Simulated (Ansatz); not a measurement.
Name a neutral molecule of C, N and H with HOMO energy (PBE/def2-TZVPP) between -6.50 and -6.20 eV and LUMO energy (PBE0/def2-TZVPP) between -0.25 and 0.05 eV (Ansatz, PBE0-D4/def2-TZVP geometry).

`CCC1=NC1` (-6.21 eV, -0.03 eV); `CC1=NC1` (-6.25 eV, 0.03 eV). Other molecules can fit too; these were computed, each in one conformer that needn't be the lowest.
